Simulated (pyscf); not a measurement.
PySCF, gas phase, ωB97X-D3(BJ)/def2-SVP geometries. Correlated levels are frozen-core, on RHF or UHF. ΔMP2 is the change of the MP2 total energy from the triple- to the quadruple-zeta basis.

Task: SiH₂ (SMILES [SiH2]) [singlet] + CH₄ (SMILES C) -> H₃C–SiH₃ (SMILES C[SiH3])
Surface: singlet. Broken: C–H. Formed: C–Si, H–Si. Give ΔE‡ and ΔE from CCSD(T)/def2-TZVPP + ΔMP2(QZVPP), relative to the separated reactants.

Result: ΔE‡ = 19.6 kcal/mol, ΔE = -54.0 kcal/mol. Zero-point energy shifts the barrier by +1.2 kcal/mol. It is an insertion, with an imaginary mode of 1346i cm⁻¹. On the reactant side the descent ends in a complex, 4.3 kcal/mol under the separated species and 22.8 kcal/mol under the saddle at ωB97X-D3(BJ)/def2-TZVP. One saddle was located; it need not be the lowest between these sides. The CCSD(T) − MP2 part came from Ansatz, without density fitting, on the same reference.
